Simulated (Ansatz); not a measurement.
System: CsCl-type TlBr. Method: PBEsol (PAW; Ansatz, an electronic-structure program).

Settings: plane-wave cutoff 500 eV, 10×10×10 k mesh, gaussian smearing 0.02 eV, scalar-relativistic PAW data made under PBE.

Computed at the level's own relaxed cell.

### Question
Give the computed equilibrium volume per atom, lattice constant a and band gap.

### Answer

- equilibrium volume per atom = 29.99 Å³/atom
- lattice constant a = 3.914 Å
- band gap = 1.59 eV (on the SCF k mesh)

Measured, for comparison: band gap 2.68 eV (temperature not stated, not corrected to a static lattice, detector crystals, literature values; as tabulated in Piasecki et al. (2022), doi:10.1039/d1ma01259b); equilibrium volume per atom 31.62 Å³/atom, lattice constant a 3.984 Å (temperature not stated, not corrected to a static lattice; as tabulated in Du and Singh (2010), arXiv:1001.5458). Computed (rounded) less measured: equilibrium volume per atom -5.2 %, lattice constant a -1.8 %. A static lattice is as a rule a little smaller and stiffer than an uncorrected measurement, which narrows the difference in the lattice constant a and would widen misses of the other sign.

Spin–orbit coupling is not included; with these elements it can move the gap by several tenths of an eV or more.

Cost on a shared machine: around 20 core-seconds (rough).
